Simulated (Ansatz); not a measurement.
**CH₂N+ (triplet): from Hartree-Fock to the top rungs, cc-pVDZ**

Aim: climb from Hartree-Fock through coupled cluster and multireference methods for CH₂N+ (triplet) at one geometry and basis, and see what each rung misses.

Method: cc-pVDZ, core rule «outside noble gas», up to 2 orbitals frozen; program: Ansatz 0.2.0, Gaussian basis.

To be run: UHF; CCSD(T) on ROHF; CCSD(T) on UHF; BCCD(T) on ROHF; CISD; CCSDT(Q) on ROHF; CCSDT(Q) on UHF; CASSCF and MRCISD+Q, 10 electrons in 10 orbitals; CASSCF and NEVPT2, 10 electrons in 10 orbitals.

29 further runs of the same task are left out: 10 that didn't finish, 19 set aside as unsound or not needed.

## 1. What is computed

The geometry is a PBE0/def2-TZVP stationary point (not a proven minimum) of the parent state, kept for this charge and spin.

4 atoms, charge 1, spin multiplicity 3.

Atoms are counted from 1 here; the program's logs count them from 0.

Bond lengths: N1–C2 1.483 Å, C2–H3 1.088 Å, C2–H4 1.088 Å. Angles: N1–C2–H3 115.8°, N1–C2–H4 115.8°, H3–C2–H4 117.5°.

Coordinates:

```xyz
4
charge 1, multiplicity 3
N    -0.0315    0.0000    0.7755
C     0.0708    0.0000   -0.7036
H    -0.2030   -0.9302   -1.1965
H    -0.2030    0.9302   -1.1966
```

## 2. UHF

in.yaml

```yaml
crystal:
  periodic: [false, false, false]
  atoms:
    - {symbol: N, position_ang: [-0.031501, 0.000001, 0.775533]}
    - {symbol: C, position_ang: [0.070814, -0.000001, -0.703585]}
    - {symbol: H, position_ang: [-0.203041, -0.930186, -1.196548]}
    - {symbol: H, position_ang: [-0.203042, 0.930183, -1.196550]}
basis:
  gaussian: {orbitals: cc-pVDZ}
total_charge: 1
magnetization: {spin_polarized: true, initial_magnetization: 2}
hamiltonian: {xc: hf}
output: {orbitals: {seedname: orbitals}}
```

Command:

```sh
$ ansatz run in.yaml --threads 1 --pin off --events-out ev --progress --plain --max-ram 2393MiB
```

Further steps of the session: CCSD(T) on ROHF; CCSD(T) on UHF; BCCD(T) on ROHF; CISD; CCSDT(Q) on ROHF; CCSDT(Q) on UHF; CASSCF and MRCISD+Q, 10 electrons in 10 orbitals; CASSCF and NEVPT2, 10 electrons in 10 orbitals.

Before running them: what should the planned runs give, taken together? Wanted: UCCSDT(Q) below the RHF energy; RMP2 from UCCSDT(Q); UMP2 from UCCSDT(Q); RCCSD from UCCSDT(Q); RCCSD(T) from UCCSDT(Q); UCCSD(T) from UCCSDT(Q); RCCSDT(Q) from UCCSDT(Q); NEVPT2 valence from UCCSDT(Q); MRCISD+Q valence from UCCSDT(Q).

As calculated:

```
                         quantity                                        value
   UCCSDT(Q) below the RHF energy                                   -7.0002 eV
              RMP2 from UCCSDT(Q)                                  +1296.2 meV
              UMP2 from UCCSDT(Q)                                  +1318.2 meV
             RCCSD from UCCSDT(Q)                                   +252.1 meV
          RCCSD(T) from UCCSDT(Q)                                    +53.0 meV
          UCCSD(T) from UCCSDT(Q)                                    +52.8 meV
         RCCSDT(Q) from UCCSDT(Q)                                     +4.4 meV
    NEVPT2 valence from UCCSDT(Q)                                   +843.8 meV
  MRCISD+Q valence from UCCSDT(Q)                                    +17.6 meV
levels within 1 kcal/mol (43 meV)  RCCSDT, UCCSDT, RCCSDT(Q), MRCISD+Q valence
                    T1 diagnostic                                        0.044
   effectively unpaired electrons                                         2.04
```

In words: RCCSD(T) misses by +53.0 meV, 0.8 % of the correlation energy. The occupations are near whole numbers, but T1 = 0.044 shows that the orbitals relax strongly. Of the multireference levels listed MRCISD+Q valence comes nearest in total energy (+17.6 meV), which doesn't show that its space is the better one. These misses are within one basis, not against nature; the frozen cores of restricted and unrestricted runs differ, which can shift their rows.
